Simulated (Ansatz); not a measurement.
Basis-set extrapolation for C2H5N3 (`N=CN=CN`) (PBE0-D4/def2-TZVP geometry, frozen core, the Gaussian-basis code of Ansatz). Multiplicity 1, RHF reference.

```tsv
	def2-TZVPP	def2-QZVPP
HF	-242.074107	-242.085238
MP2 correlation	-0.925813	-0.989597
CCSD(T) correlation	-0.991888	not run
```

Energies in hartree. Use E(X) = E(∞) + A·exp(−7.88·√X) for Hartree–Fock and E(X) = E(∞) + B·X^(−2.97) for correlation, with X = 3 and 4, and add CCSD(T) minus MP2 of the smaller set to the MP2 limit.

Task: What is the CCSD(T) energy at the basis-set limit?

Result: HF limit: -242.085238 + (-0.011131) × 0.13774 = -242.08677. MP2 limit: -0.989597 + (-0.063784) × 0.74074 = -1.03684. Higher-order term: -0.991888 − (-0.925813) = -0.06607. Total: -243.18968 hartree, 324.7 kJ/mol below CCSD(T)/def2-TZVPP.
